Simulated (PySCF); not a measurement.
COS.
InChI=1S/COS/c2-1-3

Method used: TDDFT PBE0/def2-SVPD, vertical, gas phase, core orbitals frozen in the response (PySCF). Geometry: PBE0-D3(BJ)/def2-SVP; no solvent, vibrations or thermal averaging.

Q: List the vertical singlet excitations with oscillator strengths and describe the spectrum.

A: 

```tsv
state	E (eV)	E (kJ/mol)	λ (nm)	f	symmetry	main configurations (H = HOMO, L = LUMO)
S1	5.64	544	219.8	0.0000	–	H-1/H→L/L+1 (≥92%)
S2	5.91	570	209.7	0.0000	–	H-1/H→L/L+1 (≥89%)
S3	5.91	570	209.7	0.0000	–	H-1/H→L/L+1 (≥89%)
S4	7.69	742	161.1	0.049	Π	H-1/H→L+2 (98%)
S5	7.69	742	161.1	0.049	Π	H-1/H→L+2 (98%)
S6	8.53	823	145.4	0.683	Σ+	H-1/H→L/L+1 (≥70%), H-1/H→L+5 (≥9%)
```

The lowest singlet comes at 220 nm (544 kJ/mol) in the ultraviolet; it is dark (f under 0.0005); its leading configuration is HOMO-1/HOMO→LUMO/LUMO+1 (≥92%). The most intense listed level is S6 at 8.53 eV (145 nm, f = 0.683), 2.89 eV above S1. It is the last of those listed, so stronger ones may follow. S2/S3 and S4/S5 lie within about 0.01 eV of each other in each set; the point group C∞v has degenerate representations, and within a degenerate level the listed configurations can mix freely. Löwdin shares by element: HOMO (one of a set within 0.03 eV) sulfur 62%, carbon 21%, oxygen 17%; LUMO (one of a set within 0.03 eV) sulfur 37%, carbon 36%, oxygen 27%. Weighted by f, the mean energy of these states is 8.42 eV. Orbital energies (eV): HOMO-3 -13.72, HOMO-2 -13.42, HOMO-1 -8.80, HOMO -8.80, LUMO -1.02, LUMO+1 -1.02, LUMO+2 0.35. The oscillator strengths of these states sum to 0.780; summed over the whole spectrum of an exact calculation they would give the number of electrons, 30 (Thomas–Reiche–Kuhn). Symmetry labels in C∞v follow from the direction of the transition dipole and are given only for states with f of 0.002 or more. Orbitals of the list HOMO-3 to LUMO+2 that lie within 0.01 eV of each other are written together with a slash and their weights summed (≥ marks a lower bound); for degenerate orbitals outside that list single weights are arbitrary. The window holds the lowest 6 singlets.
